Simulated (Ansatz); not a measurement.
How methods differ on [SiPH4]− (SMILES [SiH2-]P)

The species is [SiPH4]− (6 atoms), meant as a singlet with charge -1. SMILES: `[SiH2-]P`. The coordinates come from a GFN2-xTB relaxation. This is one conformer, not always the lowest.

```xyz
6

Si    0.3577   -1.0198   -0.1326
P    -0.3552    1.0714    0.1326
H    -0.3871   -1.6006    1.0369
H    -0.6421   -1.4081   -1.1859
H     0.4074    1.5654   -0.8998
H     0.6193    1.3917    1.0488
```

Quantity: the energy change with the P2–H5 bond stretched from 1.375 to 2.063 Å, in eV. The values are calculated.

```json
{"level": "HF/STO-3G (restricted)", "kind": "Hartree–Fock", "program": "Ansatz", "value (eV)": "3.22", "less FCI/STO-3G": "+1.03"}
{"level": "BLYP/STO-3G (restricted)", "kind": "GGA", "program": "Ansatz", "value (eV)": "1.88", "less FCI/STO-3G": "-0.31"}
{"level": "BHLYP/STO-3G (restricted)", "kind": "global hybrid", "program": "Ansatz", "value (eV)": "2.71", "less FCI/STO-3G": "+0.52"}
{"level": "CAM-B3LYP/STO-3G (restricted)", "kind": "range-separated hybrid", "program": "Ansatz", "value (eV)": "2.54", "less FCI/STO-3G": "+0.35"}
{"level": "HSE06/STO-3G (restricted)", "kind": "range-separated hybrid", "program": "Ansatz", "value (eV)": "2.41", "less FCI/STO-3G": "+0.22"}
{"level": "wB97M-V/STO-3G (restricted)", "kind": "range-separated hybrid", "program": "Ansatz", "value (eV)": "2.55", "less FCI/STO-3G": "+0.36"}
{"level": "CCSDT(Q)/STO-3G (restricted)", "kind": "coupled cluster or CI", "program": "Ansatz", "value (eV)": "2.19", "less FCI/STO-3G": "0.00"}
{"level": "FCI/STO-3G", "kind": "exact in the basis", "program": "Ansatz", "value (eV)": "2.19", "less FCI/STO-3G": "0.00"}
```

FCI/STO-3G is exact within its basis and frozen core, so for wave-function methods in that basis the difference is their error; functionals converge differently with the basis, so for them it is only a difference. Spin-restricted single references rise too steeply as a bond breaks, Hartree–Fock most of all. Sets without diffuse functions describe the anion poorly. The first shape isn't each level's own minimum. The values span 1.88 to 3.22 eV. All rows use very small basis sets, so even the best lies far from the true value.
